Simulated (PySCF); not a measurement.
Chlorine: a sound run and one with changed settings

Sound run: Cl [Ne] 3s2 3p5, Cl⁺ [Ne] 3s2 3p4. Computed with PySCF 2.14 in 6-31G* (4s3p1d, 18 functions), with the non-relativistic Hamiltonian (point nucleus). In the sound run the correlated levels freeze [Ne]. The sound run starts from symmetry-adapted Hartree-Fock orbitals and uses a fine grid where one is needed.

A second run was set up differently.

```csv
species,method,sound run (hartree),changed run (hartree),converged
Cl,MP2,-459.54926,-459.51220,yes
Cl,CCSD(T),-459.56747,-459.52223,yes
Cl⁺,MP2,-459.09745,-459.05351,yes
Cl⁺,CCSD(T),-459.11733,-459.06226,yes
```

Ionisation energy of Cl:

```
 method  sound run (eV)  changed run (eV)
    UHF          11.782            11.782
    MP2          12.294            12.482
SCS-MP2          12.276            12.536
   CCSD          12.239            12.503
CCSD(T)          12.249            12.516
```

Problem. What was changed?
A. a valence shell is frozen
B. level shift left on
C. all electrons correlated in a valence basis
D. too few SCF iterations

Solution. A. Freezing a valence shell removes pair correlation that changes on ionisation.
